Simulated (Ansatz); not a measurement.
# SiNH₃: ionisation energy by level of theory

How much energy removes an electron from SiNH₃ at fixed geometry? The cation is run at each level and the neutral's energy taken from earlier runs.

The runs use Ansatz 0.2.0, Gaussian basis; unrestricted cation, the program's frozen cores in correlated methods.

Plan: UKS PBE-D4/def2-TZVPP; UKS r2SCAN-D4/def2-TZVPP; UKS PBE0-D4/def2-TZVPP; UKS B3LYP-D4/def2-TZVPP; UKS wB97X-V/def2-TZVPP; UKS wB97M-V/def2-TZVPP; UKS B2PLYP/def2-TZVPP; UHF-CCSD(T)/def2-TZVPP; UHF-CCSD(T)/def2-QZVPP; extrapolation to the limit; then −ε(HOMO) from the neutral's earlier runs with LDA (SPW92), PBE-D4, revPBE-D4, BLYP-D4, r2SCAN-D4, B97M-V, PBE0-D4, B3LYP-D4, r2SCANh-D4, r2SCAN0-D4, HSE06-D4, BHLYP-D4, CAM-B3LYP-D4, LC-ωPBE, ωB97X-V, ωB97M-V.

## (1) The relaxed structure

An earlier PBE0-D4/def2-TZVP relaxation fixed the geometry.

SMILES `N[SiH]`, 5 atoms, charge 0, spin multiplicity 1.

Atoms are counted from 1 here; the program's logs count them from 0.

Bond lengths: N1–Si2 1.707 Å, N1–H3 1.008 Å, N1–H4 1.008 Å, Si2–H5 1.532 Å. Angles: Si2–N1–H3 126.3°, Si2–N1–H4 121.7°, H3–N1–H4 112.1°, N1–Si2–H5 94.1°.

## (2) Cation, UKS PBE-D4/def2-TZVPP

in.yaml reads:

```yaml
crystal:
  periodic: [false, false, false]
  atoms:
    - {symbol: N, position_ang: [-0.307646, -0.467463, 0.101425]}
    - {symbol: Si, position_ang: [0.074409, 1.158190, 0.455136]}
    - {symbol: H, position_ang: [0.135157, -1.046100, -0.595106]}
    - {symbol: H, position_ang: [-1.034760, -0.960114, 0.596575]}
    - {symbol: H, position_ang: [1.182739, 1.241786, -0.599431]}
basis:
  gaussian: {orbitals: def2-TZVPP}
total_charge: 1
magnetization: {spin_polarized: true, initial_magnetization: 1}
hamiltonian: {xc: pbe, dispersion: d4}
```

The run is started by

```sh
$ ansatz run in.yaml --threads 2 --pin off --events-out ev --progress --plain --max-ram 32768MiB --backend cpu
```

After this run come: Cation, UKS r2SCAN-D4/def2-TZVPP; Cation, UKS PBE0-D4/def2-TZVPP; Cation, UKS B3LYP-D4/def2-TZVPP; Cation, UKS wB97X-V/def2-TZVPP; Cation, UKS wB97M-V/def2-TZVPP; Cation, UKS B2PLYP (frozen core)/def2-TZVPP; Cation, UHF-CCSD(T)/def2-TZVPP; Cation, UHF-CCSD(T)/def2-QZVPP.

Q: Predict the results of all the runs planned. Wanted: ionisation energy, CCSD(T)/CBS; nearest functional by difference; nearest −ε(HOMO); −ε(HOMO) of PBE; T1 of the cation.

As calculated:

```
                        quantity                value
  ionisation energy, CCSD(T)/CBS              8.91 eV
nearest functional by difference  B3LYP-D4 (-0.07 eV)
                nearest −ε(HOMO)   LC-ωPBE (+0.04 eV)
                 −ε(HOMO) of PBE              5.26 eV
                T1 of the cation                0.022
```

In words: Energy differences with functionals land within 0.31 eV of the reference. The PBE orbital energy is 3.6 eV too small: a semilocal HOMO is no ionisation energy. Among orbital estimates LC-ωPBE comes nearest. Hartree-Fock falls 1.07 eV short, as the neutral has more correlation energy than the cation.
